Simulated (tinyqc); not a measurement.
Orbital energy against energy difference: ionisation energy by orbital energies and by energy differences in the cc-pvdz basis, for H2O, spin multiplicity 1. Computed by the program tinyqc with PySCF. The cation is unrestricted; errors are against CCSD(T) in this basis, not against experiment.

Geometry (angstrom):
```
atom,x,y,z
O,0.0000,0.0000,0.0000
H,0.0000,0.7950,0.4810
H,0.0000,-0.7950,0.4810
```

CCSD(T) difference in the same basis = 11.9735 eV

IP-EOM-CCSD = 11.8130 eV

First vertical ionisation energy (eV):
```
method,-e(HOMO),E(cation) - E,error of -e(HOMO),error of the difference
HF,13.3472,10.760491,1.3738,-1.2130
LDA,6.1825,12.673320,-5.7909,0.6998
B3LYP,7.7919,12.345972,-4.1816,0.3725
PBE0,8.1659,12.230765,-3.8076,0.2573
CAM-B3LYP,9.6888,12.341423,-2.2847,0.3679
LC-wPBE,11.1735,12.399009,-0.8000,0.4255
```

Estimate the missing row, method = PBE.

Computed row:
```
method  -e(HOMO)  E(cation) - E  error of -e(HOMO)  error of the difference
PBE       6.0838      12.316076            -5.8897                   0.3426
```

Koopmans errs by +1.37 eV and Delta-HF by -1.21 eV: relaxation, 2.59 eV, lowers the value and the missing correlation difference works against it. The PBE level is off by -5.9 eV through the wrong tail of its potential, though its energy difference is off by +0.34 eV; exact exchange deepens the level, and among the orbital energies LC-wPBE comes closest; among the differences PBE0 does.
